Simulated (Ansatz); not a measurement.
# PH+ (quartet): from Hartree-Fock to the top rungs, def2-TZVPP

One table from this session's results is given with a row withheld; the runs are named, their logs left out.

Computed with Ansatz 0.2.0, Gaussian basis. Level: def2-TZVPP, core rule «outside noble gas», up to 5 orbitals frozen.

To be run: UHF; ROHF; CCSD(T) on UHF.

## The system

The geometry is a PBE0/def2-TZVP stationary point (not a proven minimum) of the parent state, kept for this charge and spin.

2 atoms, charge 1, spin multiplicity 4.

Atoms are counted from 1 here; the program's logs count them from 0.

Bond lengths: P1–H2 1.434 Å.

Set-up of the first run:

File in.yaml:

```yaml
crystal:
  periodic: [false, false, false]
  atoms:
    - {symbol: P, position_ang: [0.000000, 0.000000, 0.000000]}
    - {symbol: H, position_ang: [0.000000, 0.000000, 1.434200]}
basis:
  gaussian: {orbitals: def2-TZVPP}
total_charge: 1
magnetization: {spin_polarized: true, initial_magnetization: 3}
hamiltonian: {xc: hf}
output: {orbitals: {seedname: orbitals}}
```

Command:

```
> ansatz run in.yaml --threads 1 --pin off --events-out ev --progress --plain --max-ram 2816MiB --backend cpu
```

Among the steps run: UHF; ROHF; CCSD(T) on UHF.

One table of the session follows, with a row left open; its other results are not shown here.

It belongs to the step «Misses and costs». 

| method | from UCCSD(T) (meV) |
| --- | --- |
| ROHF | ? |
| UHF | +2617.1 |
| UMP2 | +635.7 |
| UCCSD | +90.2 |
| UCCSD(T) | 0 |

**Question.** Estimate the row for ROHF.

**Answer.** from UCCSD(T) (meV): +2666.8. In the column «from UCCSD(T) (meV)» it is the highest.
